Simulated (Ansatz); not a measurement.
Chalcopyrite CdSnAs2 was calculated with PBEsol-D3(BJ) (plane waves, PAW; Ansatz, a first-principles code).

Numerical settings: plane-wave cutoff 520 eV, 8×8×8 k mesh, Fermi–Dirac smearing 0.01 eV, scalar-relativistic PAW data made under PBE.

Energies at three volumes about the minimum:

| V (Å³/atom) | E − E_lowest (meV/atom) |
|---|---|
| 26.507 | 2.08 |
| 27.048 | 0.00 |
| 27.589 | 1.98 |

**Question.** Fit a parabola by hand: where is the minimum, and what is the bulk modulus?

**Answer.** Slopes: (0.00 − 2.08)/(27.048 − 26.507) = -3.845 and (1.98 − 0.00)/(27.589 − 27.048) = 3.660 meV/Å³. Curvature E″ = 2 × (3.660 − (-3.845))/(27.589 − 26.507) = 13.872 meV/Å⁶. From the middle of the first interval, the slope vanishes at V0 = 26.7775 − (-3.845)/13.872 = 27.055 Å³/atom. B = V0 E″ = 27.055 × 13.872 meV/Å³ × 0.1602 GPa per meV/Å³ = 60.1 GPa. The full Birch–Murnaghan fit to all volumes gives V0 = 27.045 Å³/atom and B0 = 60.0 GPa.

Shape and atoms are relaxed at each volume.

Note: the relaxation could not lower the start's symmetry, so the cell can be a saddle point above a distorted one; this level leaves the solid without a gap, although one is measured.
